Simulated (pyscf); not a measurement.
Multi-bond step: Cl–GeH(Cl)–Cl + H₂ → Cl–Ge:–Cl [singlet] + HCl + H₂

Gas phase, singlet surface, charge 0. Bonds broken: Ge2–Cl4, Ge2–H6, H5–H7. Bonds formed: Cl4–H5, H6–H7. Structures and frequencies: ωB97X-D3(BJ)/def2-SVP in PySCF.

Transition state (Å):

```xyz
7

Cl     2.6299     0.3151    -0.8883
Ge     0.6692     0.9580    -0.2551
Cl    -0.2005     1.7992    -2.0425
Cl    -0.4895    -1.1129    -0.0786
H     -0.6980    -0.3955     1.3610
H     -0.0793     0.8927     1.5023
H     -0.6188     0.2957     2.0626
```

One imaginary mode, 1509i cm⁻¹; descent along it reached the two sides named, in the forms told below.

| bond | change | reactant side (Å) | saddle | product side |
|---|---|---|---|---|
| Ge2–Cl4 | breaks | 2.131 | 2.380 | 3.0 |
| Ge2–H6 | breaks | 1.520 | 1.911 | 3.4 |
| H5–H7 | breaks | 0.761 | 0.988 | 3.7 |
| Cl4–H5 | forms | 3.0 | 1.622 | 1.292 |
| H6–H7 | forms | 3.1 | 0.981 | 0.760 |

Electronic energies relative to the separated reactants (kJ/mol):

```tsv
level	barrier	reaction energy	reverse barrier
ωB97X-D3(BJ)/def2-TZVP	250.3	+133.7	116.7
PBE/def2-TZVP	179.7	+92.0	87.7
r²SCAN/def2-TZVP	208.6	+121.7	86.9
B3LYP-D3(BJ)/def2-TZVP	212.0	+95.1	116.8
PBE0-D3(BJ)/def2-TZVP	212.2	+120.7	91.5
M06-2X/def2-TZVP	259.2	+130.3	128.9
ωB97M-D3(BJ)/def2-TZVP	239.7	+104.7	135.0
HF/def2-TZVP	352.7	+121.4	231.3
```

With ωB97M-D3(BJ)/def2-TZVP energies and thermal terms (ideal gas, 1 atm, RRHO with modes under 100 cm⁻¹ raised to 100, one conformer, R ln 2 for chiral ones without a mode under 150 cm⁻¹), in kJ/mol:

```tsv
T (K)	ΔH‡	ΔG‡	ΔH	ΔG
298	238.9	269.4	+99.8	+54.2
600	235.5	302.0	+98.6	+8.2
900	235.2	335.4	+95.5	-36.3
1200	236.4	368.6	+91.8	-79.7
```

On the product side the descent ends in a complex (not fully relaxed), 30.0 kJ/mol under the separated species and 146.7 kJ/mol under the saddle at ωB97X-D3(BJ)/def2-TZVP. This is the saddle that the search found; another between the same sides may lie lower. Elements up to Kr have no core potential and no relativistic terms here.
